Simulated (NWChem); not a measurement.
# formaldehyde (CH$_{2}$O)

```xyz
4

C      0.0000     0.0000     0.5228
O      0.0000     0.0000    -0.6733
H     -0.9444     0.0000     1.1247
H      0.9444     0.0000     1.1247
```
Charge 0, spin multiplicity 1.

The numbers come from NWChem runs, not from measurements. The geometry was optimised at PBE0/def2-SVP, a minimum by its harmonic frequencies.

Symmetry labels belong to the abelian group C2v used in the runs, with the axes of the coordinates shown.

### Question
List the lowest 4 singlet excitations that CIS/def2-SVPD gives, with oscillator strengths.

### Answer
```json
[
 {"state": "1", "symmetry": "a2", "energy (eV)": "4.66", "wavelength (nm)": "266", "f": "0.000"},
 {"state": "2", "symmetry": "b1", "energy (eV)": "9.10", "wavelength (nm)": "136", "f": "0.046"},
 {"state": "3", "symmetry": "a1", "energy (eV)": "9.99", "wavelength (nm)": "124", "f": "0.277"},
 {"state": "4", "symmetry": "b1", "energy (eV)": "10.43", "wavelength (nm)": "119", "f": "0.078"}
]
```
